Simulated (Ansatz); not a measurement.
Geometry optimisation, RKS B3LYP/def2-TZVP in Ansatz.

Input:

```yaml
crystal:
  periodic: [false, false, false]
  atoms:
    - { symbol: C, position_ang: [-0.03831, 0.70427, -0.22998] }
    - { symbol: B, position_ang: [0.02957, -0.5377, 0.17563] }
    - { symbol: F, position_ang: [0.1039, -1.8858, 0.62399] }
    - { symbol: H, position_ang: [-0.06796, -0.37187, -0.97845] }
total_charge: -1
basis:
  gaussian: { orbitals: def2-TZVP }
hamiltonian:
  xc: b3lyp
relax:
  f_tol: 0.02
  max_steps: 50
```

Run as:

```bash
$ ansatz run input.yaml --threads 2 --pin off --max-ram 3072MiB --backend cpu --events-out ev --progress --plain --runs-dir out
```

**Question.** Where does it end, and by what steps?

**Answer.** The forces met the threshold. Limits of this set-up: an anion without diffuse functions, the dipole of an ion depends on the origin. After 12 steps the energy has fallen by 1.730 eV; H4 moved furthest, 1.19 Å. Parted: B2–H4.

```tsv
step	energy less start (eV)	largest force component (eV/Å)	accepted
0	0.0000	5.929	yes
1	-0.3492	2.560	yes
2	-0.5677	0.801	yes
3	-0.6996	1.143	yes
4	-0.8883	0.860	yes
5	-1.1013	1.301	yes
6	-1.3043	1.324	yes
7	-1.5998	0.945	yes
8	-1.6785	1.517	yes
9	-1.7049	1.172	yes
10	-1.7232	0.807	yes
11	-1.7292	0.141	yes
12	-1.7298	0.012	yes
```

```xyz
4
Properties=species:S:1:pos:R:3
C -0.049 -0.003 -0.612
B 0.051 -0.938 0.306
F 0.155 -1.903 1.256
H -0.130 0.753 -1.358
```

Whether the end is a true minimum wasn't checked by a vibrational analysis.

The run took 12 s on 2 threads of Arm Neoverse V2, on a shared host, peak memory 0.14 GiB.
